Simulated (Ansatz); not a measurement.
**SiNH4F (SMILES N[SiH2]F) at B3LYP/aug-cc-pVDZ**

Aim: the energy change on altering one bond length of SiNH4F at B3LYP/aug-cc-pVDZ, from 2 runs. 

Program for the calculation: Ansatz 0.2.0.

67 further runs of the same task are left out: 67 set aside as unsound or not needed.

### 1 The structure to begin with

The species is SiNH4F (7 atoms), meant as a singlet with charge 0. SMILES: `N[SiH2]F`. Geometry: relaxed at PBE0-D4/def2-TZVP. This is one conformer, not always the lowest.

Bond lengths: N1–Si2 1.696 Å, Si2–F3 1.605 Å, N1–H4 1.006 Å, N1–H5 1.006 Å, Si2–H6 1.479 Å, Si2–H7 1.479 Å. Angles: N1–Si2–F3 114.6°, N1–Si2–H6 108.3°, N1–Si2–H7 108.3°, F3–Si2–H6 105.8°, F3–Si2–H7 105.8°, Si2–N1–H4 122.0°, Si2–N1–H5 122.0°, H6–Si2–H7 114.0°, H4–N1–H5 111.8°.

### 2 The energy at B3LYP/aug-cc-pVDZ

Contents of input.yaml:

```yaml
basis:
  gaussian: {orbitals: aug-cc-pVDZ}
crystal:
  periodic: [false, false, false]
  atoms:
    - {symbol: N, position_ang: [-0.761500, 0.339000, -0.625200]}
    - {symbol: Si, position_ang: [0.531100, -0.115700, 0.373400]}
    - {symbol: F, position_ang: [0.515100, -1.653900, 0.829800]}
    - {symbol: H, position_ang: [-0.786600, 0.105100, -1.603600]}
    - {symbol: H, position_ang: [-1.682200, 0.513500, -0.258400]}
    - {symbol: H, position_ang: [0.455900, 0.676200, 1.620700]}
    - {symbol: H, position_ang: [1.789400, 0.068000, -0.382300]}
hamiltonian: {xc: {name: B3LYP}}
accuracy: high
output: {orbitals: {seedname: orbitals}}
```

Launch:

```console
ansatz run input.yaml --threads 1 --pin off --max-ram 3480MiB --events-out events.jsonl --progress --plain --runs-dir runs
```

Output:

```text
Warning: RAYON_NUM_THREADS=1 ignored (pool sized by the plan → 1); use --threads N
Functional definition: B3LYP
  name "B3LYP"
  parameter a0 = 0.2
  parameter ax = 0.72
  parameter ac = 0.81
  exchange = (1 - a0 - ax)*slater_x + ax*b88_x + a0*exact_x
  correlation = (1 - ac)*vwn_rpa_c + ac*lyp_c
2219 factors; integrals over basis functions are off by at most 3.5e-9 eV
mean field evaluation 1: about -12144.3272 eV, gradient 6.8e1 eV
mean field evaluation 2: about -12128.2122 eV, gradient 1.0e2 eV
mean field evaluation 4: about -12152.9273 eV, gradient 4.9e0 eV
mean field evaluation 8: about -12153.0224 eV, gradient 1.4e-1 eV
mean field evaluation 16: about -12153.0225 eV, gradient 4.3e-6 eV
mean field -12153.02246866 eV, -446.6153381087 hartree, gradient 1.8e-8 eV, S^2 0.000000; 0 other end points of the search recorded, 0 dependent functions left out
reference -12153.02252007 eV, -446.6153399980 hartree; 17, 17 occupied and 92, 92 virtual orbitals, 2219 factors
Total energy: -12153.02252007 eV, -446.6153399980 hartree
```

Run time: 5.1 s. Hardware: 1 thread of Intel Xeon 6975P-C (Granite Rapids), shared host; peak memory 0.39 GiB.

### 3 The distorted shape at the same level

Contents of run.yaml:

```yaml
crystal:
  periodic: [false, false, false]
  atoms:
    - {symbol: N, position_ang: [-0.485305, 0.286653, -0.735234]}
    - {symbol: Si, position_ang: [0.807295, -0.168047, 0.263366]}
    - {symbol: F, position_ang: [0.791295, -1.706247, 0.719766]}
    - {symbol: H, position_ang: [-0.510405, 0.052753, -1.713634]}
    - {symbol: H, position_ang: [-1.682200, 0.513500, -0.258400]}
    - {symbol: H, position_ang: [0.732095, 0.623853, 1.510666]}
    - {symbol: H, position_ang: [2.065595, 0.015653, -0.492334]}
basis:
  gaussian: {orbitals: aug-cc-pVDZ}
output: {orbitals: {seedname: orbitals}}
hamiltonian: {xc: {name: B3LYP}}
accuracy: high
```

Launch:

```console
ansatz run run.yaml --threads 1 --pin off --max-ram 3480MiB --events-out events.jsonl --progress --plain --runs-dir runs
```

Output:

```text
Warning: RAYON_NUM_THREADS=1 ignored (pool sized by the plan → 1); use --threads N
Functional definition: B3LYP
  name "B3LYP"
  parameter a0 = 0.2
  parameter ax = 0.72
  parameter ac = 0.81
  exchange = (1 - a0 - ax)*slater_x + ax*b88_x + a0*exact_x
  correlation = (1 - ac)*vwn_rpa_c + ac*lyp_c
2237 factors; integrals over basis functions are off by at most 3.7e-9 eV
mean field evaluation 1: about -12142.9119 eV, gradient 6.8e1 eV
mean field evaluation 2: about -12121.2294 eV, gradient 1.1e2 eV
mean field evaluation 4: about -12151.7231 eV, gradient 8.7e0 eV
mean field evaluation 8: about -12151.8925 eV, gradient 1.6e-1 eV
mean field evaluation 16: about -12151.8925 eV, gradient 8.2e-6 eV
mean field -12151.89250931 eV, -446.5738128686 hartree, gradient 1.9e-8 eV, S^2 0.000000; 0 other end points of the search recorded, 0 dependent functions left out
reference -12151.89256132 eV, -446.5738147799 hartree; 17, 17 occupied and 92, 92 virtual orbitals, 2237 factors
Total energy: -12151.89256132 eV, -446.5738147799 hartree
```

It took 5.4 s on 1 thread of Intel Xeon 6975P-C (Granite Rapids), shared host; peak memory 0.39 GiB.

### 4 Outcome

Level: B3LYP/aug-cc-pVDZ.

```
                                                         quantity          value
                                        first shape: total energy  -446.61534 Eh
                                         first shape: HOMO energy       -7.90 eV
                                         first shape: LUMO energy       -0.55 eV
                                       first shape: HOMO–LUMO gap        7.35 eV
                                    distorted shape: total energy  -446.57381 Eh
                                     distorted shape: HOMO energy       -7.77 eV
                                     distorted shape: LUMO energy       -1.20 eV
                                   distorted shape: HOMO–LUMO gap        6.57 eV
energy change with the N1–H5 bond stretched from 1.006 to 1.308 Å       1.130 eV
```

In words: With the N1–H5 bond stretched from 1.006 to 1.308 Å the energy rises by 1.13 eV (109 kJ/mol). The first shape isn't relaxed at this level, so the change isn't measured from a minimum.
